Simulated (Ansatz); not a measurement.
Ansatz (a program for electronic structure) input:

Ansatz 0.2 input:
```yaml
crystal:
  periodic: [false, false, false]
  atoms:
    - {symbol: N, position_ang: [-0.00157683, -0.00024839, 1.30348651]}
    - {symbol: C, position_ang: [0.00170413, 0.00026845, -1.40872082]}
    - {symbol: C, position_ang: [0.00242832, 1.18429545, 0.66375975]}
    - {symbol: C, position_ang: [-0.00403366, -1.18454834, 0.66330053]}
    - {symbol: C, position_ang: [-0.00242719, -1.20598434, -0.71362886]}
    - {symbol: C, position_ang: [0.00415317, 1.20625623, -0.71316122]}
    - {symbol: H, position_ang: [0.00301286, 0.00047461, -2.49058434]}
    - {symbol: H, position_ang: [0.00410240, 2.07112659, 1.28013971]}
    - {symbol: H, position_ang: [-0.00719860, -2.07161432, 1.27933659]}
    - {symbol: H, position_ang: [-0.00438966, -2.15440561, -1.23046542]}
    - {symbol: H, position_ang: [0.00736564, 2.15487440, -1.22963003]}
    - {symbol: H, position_ang: [-0.00280348, -0.00044162, 2.31750162]}
basis:
  gaussian:
    orbitals: def2-TZVPD
hamiltonian:
  xc: {name: BLYP}
total_charge: 1
output: {forces: true}
```

What final total energy does it print?

-248.64621 Eh (BLYP/def2-TZVPD). The basis has 276 functions.

It need not be the lowest isomer of its formula.
